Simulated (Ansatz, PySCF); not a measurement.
This Ansatz (a first-principles code) input computes a PBE0/def2-TZVPD energy:

Ansatz 0.2 input:
```yaml
crystal:
  periodic: [false, false, false]
  atoms:
    - {symbol: C, position_ang: [-0.05249934, 0.66361634, -0.00082491]}
    - {symbol: O, position_ang: [-0.03987542, -0.75703536, 0.00178984]}
    - {symbol: H, position_ang: [-1.09784462, 0.96908472, 0.00748358]}
    - {symbol: H, position_ang: [0.87401456, -1.05773522, -0.00540936]}
    - {symbol: H, position_ang: [0.43649641, 1.08332517, 0.88540014]}
    - {symbol: H, position_ang: [0.42133308, 1.07991017, -0.89684359]}
basis:
  gaussian:
    orbitals: def2-TZVPD
hamiltonian:
  xc: {name: PBE0}
output: {forces: true}
```

Task: Write an input for the same energy in PySCF and say what it gives.

Result: 
```python
from pyscf import gto, scf, dft

mol = gto.M(
    atom='''
    C    -0.05249934    0.66361634   -0.00082491
    O    -0.03987542   -0.75703536    0.00178984
    H    -1.09784462    0.96908472    0.00748358
    H     0.87401456   -1.05773522   -0.00540936
    H     0.43649641    1.08332517    0.88540014
    H     0.42133308    1.07991017   -0.89684359
    ''',
    basis='def2-tzvpd',
    charge=0,
    spin=0,
    verbose=4,
)

mf = dft.RKS(mol, xc='pbe0').density_fit(auxbasis='def2-universal-jkfit')
mf.grids.level = 3
mf.conv_tol = 1e-9
mf.max_cycle = 100
mf.max_memory = 1500
mf.kernel()
if not mf.converged:
    mf = mf.newton()
    mf.kernel(mf.make_rdm1())
mf.analyze()
```
It gives -115.63942 Eh, and Ansatz -115.63936 Eh, a difference of 0.06 mEh, from the treatment of integrals and grids.
